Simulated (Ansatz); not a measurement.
Density of states of AlN (F-43m, a = 4.370 Å, b = 4.370 Å, c = 4.370 Å, α = 90.00°, β = 90.00°, γ = 90.00°), in states per eV and primitive cell, averaged over bins of 0.3 eV. Computed with Ansatz 0.2.0, DFT r2SCAN, scalar-relativistic, plane waves, PAW.

Plane waves to 500 eV, a k mesh through Γ of 10×10×10 on the computed 2-atom cell and Gaussian smearing (0.02 eV); no spin polarisation.

The cell is relaxed at this level. The states (both spins) are summed by tetrahedra on a 15×15×15 mesh at the self-consistent density. Energies are bin centres; the table starts no lower than −8 eV and ends at 6 eV, or lower where the solved bands end.

The gap is 3.94 eV at this level, with the zero inside it.

```
E − E_F (eV) total N 2p Al 3p Al 3s N 2s
       -7.70   0.16  0.09   0.04   0.03  0.00
       -7.40   0.36  0.22   0.08   0.06  0.01
       -7.10   0.54  0.33   0.12   0.08  0.01
       -6.80   0.95  0.61   0.17   0.14  0.03
       -6.50   1.99  1.33   0.30   0.29  0.07
       -6.20   1.02  0.68   0.14   0.14  0.05
       -5.90   0.44  0.29   0.05   0.05  0.04
       -5.60   0.40  0.27   0.06   0.03  0.03
       -5.30   0.67  0.48   0.11   0.05  0.03
       -5.00   0.73  0.53   0.11   0.06  0.02
       -4.70   0.76  0.56   0.11   0.06  0.02
       -4.40   0.89  0.67   0.14   0.05  0.02
       -4.10   1.06  0.82   0.17   0.05  0.02
       -3.80   1.49  1.18   0.24   0.05  0.01
       -3.50   1.63  1.33   0.24   0.04  0.01
       -3.20   1.68  1.41   0.21   0.03  0.01
       -2.90   1.76  1.52   0.18   0.02  0.01
       -2.60   1.88  1.69   0.15   0.01  0.00
       -2.30   1.21  1.12   0.06   0.01  0.00
       -2.00   0.39  0.37   0.01   0.00  0.00
       -1.70   0.00  0.00   0.00   0.00  0.00
       -1.40   0.00  0.00   0.00   0.00  0.00
       -1.10   0.00  0.00   0.00   0.00  0.00
       -0.80   0.00  0.00   0.00   0.00  0.00
       -0.50   0.00  0.00   0.00   0.00  0.00
       -0.20   0.00  0.00   0.00   0.00  0.00
        0.10   0.00  0.00   0.00   0.00  0.00
        0.40   0.00  0.00   0.00   0.00  0.00
        0.70   0.00  0.00   0.00   0.00  0.00
        1.00   0.00  0.00   0.00   0.00  0.00
        1.30   0.00  0.00   0.00   0.00  0.00
        1.60   0.00  0.00   0.00   0.00  0.00
        1.90   0.00  0.00   0.00   0.00  0.00
        2.20   0.04  0.00   0.02   0.00  0.01
        2.50   0.08  0.00   0.05   0.00  0.01
        2.80   0.12  0.01   0.07   0.00  0.02
        3.10   0.16  0.02   0.09   0.00  0.03
        3.40   0.21  0.02   0.11   0.01  0.03
        3.70   0.27  0.04   0.14   0.01  0.04
        4.00   0.33  0.05   0.17   0.01  0.05
        4.30   0.42  0.07   0.21   0.02  0.06
        4.60   0.57  0.11   0.29   0.02  0.07
        4.90   0.75  0.15   0.37   0.03  0.10
        5.20   0.73  0.15   0.36   0.03  0.10
        5.50   0.70  0.14   0.34   0.03  0.10
        5.80   0.68  0.14   0.32   0.03  0.10
```

The columns after the total are the Löwdin projections on the occupied valence shells of the potentials. The rest of the total lies in shells that are empty in the free atom, which aren't projected, and between the atoms.

This zinc-blende form isn't the usual stable structure of the compound.

Cost: 1 run of about 0.34 core-minutes, on Arm Neoverse V2 (shared hosts).